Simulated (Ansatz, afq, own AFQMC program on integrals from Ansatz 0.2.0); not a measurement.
Two steps: Ansatz 0.2.0 writes the Fock matrix and Cholesky factors of the valence space, and afq projects on them the lowest state that overlaps trial and start.

```yaml
crystal:
  periodic: [false, false, false]
  atoms:
    - {symbol: Si, position_ang: [0.700356, 0.856446, 0.084140]}
    - {symbol: H, position_ang: [2.045649, 0.396532, -0.375397]}
    - {symbol: H, position_ang: [0.737046, 1.303319, 1.509433]}
    - {symbol: H, position_ang: [0.157350, 1.925403, -0.807177]}
basis:
  gaussian: {orbitals: def2-TZVP}
magnetization: {spin_polarized: true, initial_magnetization: 1}
correlation: {method: ccsd_t, electrons: outside_noble_gas, hamiltonian_folder: ham}
```

```sh
$ ansatz run in.yaml --threads 1 --pin off --events-out ev --progress --plain --max-ram 16896MiB --backend cuda --devices 0, --max-vram 18GiB
```

afq runs on the folder ham with

```
--method phaseless --trial cisd --walkers 4000 --populations 20 --least-time 60 --time-step 0.005 --steps-per-block 50 --equilibration-blocks 28 --max-blocks 4000 --target-error 0.0001 --factor-cut 1e-05 --start spin_pure --seed 5733 --release-times 0.24,0.5,1,1.5 --release-step 0.02 --release-every 3 --taylor-order 6
```

Times are imaginary, in 1/Eh. The walk had a cap of 155 s. With eight or more populations the least sampling time is a fifth of least-time, and the error comes from their spread.

```
orbitals 50  electrons 4 3  factors 353 of 364
reference energy -290.63650455 Eh
CCSD correlation -0.13472853 Eh in 11 cycles, weight of the determinant in the CISD state 0.9227
energy of the start -290.771182 Eh
 block  time / (1/Eh)  mean weight  energy / Eh
     1     0.250  1.0001  -290.770434
     2     0.500  0.9997  -290.771043
     3     0.750  0.9998  -290.771810
     4     1.000  0.9998  -290.772604
     5     1.250  0.9999  -290.773273
    12     3.000  0.9998  -290.774912
    19     4.750  0.9998  -290.775100
    26     6.500  1.0000  -290.775367
    33     8.250  1.0002  -290.775074
    40    10.000  1.0001  -290.774789
    41    10.250  0.9998  -290.774732
    47    11.750  0.9999  -290.775234
    54    13.500  0.9999  -290.775315
    61    15.250  1.0001  -290.775449
    68    17.000  1.0004  -290.775517
    71    17.750  0.9999  -290.775735
    75    18.750  0.9999  -290.775248
    78    19.500  0.9998  -290.775050
error from the spread of 20 populations
released: time / (1/Eh)  energy / Eh  error  mean overlap
  0.24  -290.775196  0.000039  1.0011
  0.50  -290.775225  0.000041  1.0020
  1.00  -290.775295  0.000043  1.0004
  1.50  -290.775319  0.000029  0.9959
energy -290.775194 +/- 0.000047 Eh
(rows thinned)
```

Q: Estimate how long the walk took on 1 × NVIDIA H100 80GB HBM3 with 2 threads of AMD EPYC 7R13 Processor (Zen 3), on a shared host (the card was shared).

A: 53 s of wall time.

The run passed its tests (sampling time, drift between the halves within three errors, error under three times the target), which doesn't prove that it has relaxed. The second half of the sampling lies below the first by 2.7 errors of their difference, so the energy may still be moving and its error bar be too small.

Against this walk (error 1.3 meV) on the same determinant: CCSD(T) 19.9 meV higher, CCSDT(Q) 3.5 meV lower. The error is statistical and leaves out the bias of the constraint. Released to 1.50 1/Eh the energy lies 3.4 ± 1.5 meV (both errors) below the phaseless value, which shows part or all of the bias of the constraint, and CCSDT(Q) lies 0.1 meV below the released value.

Cautions: constraint bias not in the error.

CCSDT and higher add their correlation energy to the determinant of the CCSD(T) run, since their own runs factorise the integrals more tightly (a shift of under 2 meV).
